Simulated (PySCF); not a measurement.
Worked example: chemical shift, span and skew from a shielding tensor

acetic acid (C₂H₄O₂), SMILES CC(=O)O. Atoms are numbered in the order given.

```xyz
8

C      0.1102     1.3882     0.0000
C     -0.1217    -0.0929     0.0000
O      1.0342    -0.7763     0.0000
O     -1.1928    -0.6381     0.0000
H     -0.8517     1.9116     0.0000
H      0.6981     1.6736     0.8847
H      0.6981     1.6736    -0.8847
H      0.7932    -1.7155     0.0000
```

Geometry: PBE0-D3(BJ)/def2-SVP. One conformer was computed; it need not be the lowest.

GIAO shieldings from PBE0/pcSseg-1 (PySCF), non-relativistic, no solvent. The symmetric part of the tensor of C1 has the principal values 144.8, 156.4, 191.7 ppm. The same nucleus in TMS has σ = 186.3 ppm at this level (PySCF, at its B3LYP-D3(BJ)/def2-TZVP geometry).

Work out the isotropic shielding, the ¹³C shift against TMS, the span and the skew.


σ(iso) = (σ11 + σ22 + σ33)/3 = 164.3 ppm. δ = σ(ref) − σ(iso) = 186.3 − (164.3) = 22.0 ppm.
Span Ω = σ33 − σ11 = 46.9 ppm. Skew κ = 3(σ(iso) − σ22)/Ω = 0.51. Tumbling in solution averages the tensor to δ; in a static solid the shielding alone would spread this spin-1/2 line over Ω.
